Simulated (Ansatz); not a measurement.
Rhombohedral A7 Sb was calculated with PBE-D3(BJ) (plane waves, PAW; Ansatz, a program for electronic structure).

Numerical settings: plane-wave cutoff 520 eV, 16×16×16 k mesh, Fermi–Dirac smearing 0.05 eV, scalar-relativistic PAW data made under PBE.

Response to compression and expansion:

Shape and atoms are relaxed at each volume.

| V (Å³/atom) | P (GPa) | c (Å) | a (Å) |
|---|---|---|---|
| 28.545 | 1.93 | 10.780 | 4.283 |
| 29.139 | 0.91 | 10.904 | 4.303 |
| 29.734 | 0.00 | 11.032 | 4.321 |
| 30.329 | -0.80 | 11.162 | 4.339 |
| 30.924 | -1.49 | 11.299 | 4.354 |

Note: the bulk modulus comes from volumes at which shape and atoms were relaxed.
